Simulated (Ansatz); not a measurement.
Reaction (formal hydrolysis of a Mg–C bond): `[CH3][Mg][Cl]` + H₂O → `[OH][Mg][Cl]` + CH₄

Program: Ansatz. Geometries: PBE0-D4/def2-TZVP. ΔE: electronic, gas phase. CCSD(T)/CBS adds triple-zeta CCSD(T) − MP2 to the extrapolated MP2 energy (def2 sets, frozen cores). This one scheme is used for every species. DFT in def2-TZVPP. B3LYP here is the variant with VWN-RPA as its local correlation; programs differ in this. For Mg outer-core shells are correlated without core-valence functions, which leaves a few kJ/mol of doubt a bond. One conformer a species, not always the lowest.

`[CH3][Mg][Cl]`:

```xyz
6

C     0.158    0.331    0.772
Mg   -0.225   -0.469   -1.095
Cl   -0.631   -1.319   -3.075
H     0.777   -0.340    1.375
H    -0.767    0.511    1.327
H     0.687    1.285    0.696
```

H₂O:

Z-matrix (Å, degrees):
```
O
H 1 0.960
H 1 0.960 2 105.1
```

`[OH][Mg][Cl]`:

```xyz
4

O    -0.617   -0.762    0.669
Mg    0.249    0.385   -0.328
Cl    1.280    1.837   -1.579
H    -0.913   -1.459    1.238
```

CH₄:

Z-matrix (Å, degrees):
```
C
H 1 1.090
H 1 1.090 2 109.5
H 1 1.090 2 109.5 3 -120.0
H 1 1.090 2 109.5 3 120.0
```

```tsv
level	ΔE (kcal/mol)	difference from CCSD(T)/CBS
PBE-D4	-28.8	2.2
B97M-V	-31.3	-0.3
B3LYP-D4	-31.9	-0.9
BHLYP-D4	-33.2	-2.2
PBE0	-29.8	1.2
B3LYP	-32.2	-1.2
RPA@PBE/def2-TZVPP	-29.5	1.5
HF/def2-SVP	-38.6	-7.6
MP2/def2-SVP	-37.5	-6.5
CCSD(T)/def2-SVP	-36.3	-5.3
HF/def2-TZVPP	-34.8	-3.8
MP2/def2-TZVPP	-32.0	-1.0
SCS-MP2/def2-QZVPP	-33.0	-2.0
CCSD/def2-QZVPP	-32.0	-1.0
CCSD(T)/def2-QZVPP	-31.3	-0.3
HF/CBS(def2)	-35.3	-4.3
CCSD(T)/CBS	-31.0	0
```

Largest T1 diagnostic among the species: 0.009.

From BLYP to BHLYP (50 % exact exchange), in def2-TZVPP and without D4, ΔE moves by −1.7 kcal/mol. In def2-TZVPP, CCSD(T) changes the Hartree–Fock value by +4.1 kcal/mol (the triples alone add +0.7 kcal/mol) and MP2 by +2.8 kcal/mol.
